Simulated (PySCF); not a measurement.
These are ωB97X-D3(BJ)/def2-TZVP // B3LYP-D3(BJ)/def2-TZVP run with PySCF 2.14.0 values and carry that method's errors. Isolated molecules, 0 K electronic values unless said otherwise. Delta-SCF ions had no search for a lower state. Excitations are Tamm–Dancoff values on a coarser integration grid. The basis has no diffuse functions, so Rydberg states are missing or too high.

Reference species (SMILES): `C#C` (neutral, multiplicity 1).

| Property | Result |
|---|---|
| S1 oscillator strength | 0.000 |
| vertical ionisation energy (Delta-SCF) | 11.39 eV |
| S1 excitation (TDA) | 6.78 eV |

Changed species: `C#CC=C` (X = vinyl; the reference has X = H).

Problem. Give the shifts of the S1 oscillator strength, vertical ionisation energy (Delta-SCF) and S1 excitation (TDA).

Solution. the S1 oscillator strength stays essentially unchanged; the vertical ionisation energy (Delta-SCF) decreases by 1.90 eV, to 9.49 eV; the S1 excitation (TDA) falls by 1.10 eV, to 5.68 eV.
